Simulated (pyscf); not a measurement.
Structures and frequencies: ωB97X-D3(BJ)/def2-SVP in PySCF. Correlated levels are frozen-core, on RHF or UHF. ΔMP2 is the change of the MP2 total energy from the triple- to the quadruple-zeta basis.

Question: For the elementary gas-phase step H₃C–CH₂–AlH–Cl → H₂Al–Cl + H₂C=CH₂ (singlet surface; Al–C, C–H broken, Al–H formed), what barrier and reaction energy does CCSD(T)/def2-TZVPP + ΔMP2(QZVPP) give, measured from the reactant's lowest minimum found?

Answer: ΔE‡ = 152.3 kJ/mol, ΔE = +136.2 kJ/mol. Zero-point energy shifts the barrier by -10.0 kJ/mol. It is an elimination, with an imaginary mode of 775i cm⁻¹. On the product side the descent ends in a bound adduct, 62.4 kJ/mol under the separated species and 60.3 kJ/mol under the saddle at ωB97X-D3(BJ)/def2-TZVP. At the saddle there is also a short Al–C contact that neither side keeps. This is the saddle that the search found; another between the same sides may lie lower. The CCSD(T) − MP2 part came from Ansatz, without density fitting, on the same reference.
